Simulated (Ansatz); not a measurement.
Cartesian coordinates in Å:
```
P 0.010 -0.849 1.033
P -0.179 -0.682 -1.136
P -0.996 0.878 0.155
P 1.166 0.653 -0.051
```

Total charge 0; spin multiplicity 1.

Q: List the r2SCAN/def2-TZVPP orbital energies in eV (the Gaussian-basis code of Ansatz). (An estimate is asked.)

A: Ansatz gave: Occupied: -2089.30, -2089.30, -2089.30, -2089.30, -176.65, -176.65, -176.65, -176.65, -126.13, -126.12, -126.12, -126.12, -126.10, -126.10, -126.10, -126.10, -126.10, -126.10, -126.10, -126.10, -21.27, -13.95, -13.95, -13.95, -9.10, -7.66, -7.66, -7.66, -6.88, -6.88. Lowest empty: -1.40, -1.40, -1.40, -0.99, -0.99, -0.99, 2.13, 3.55.
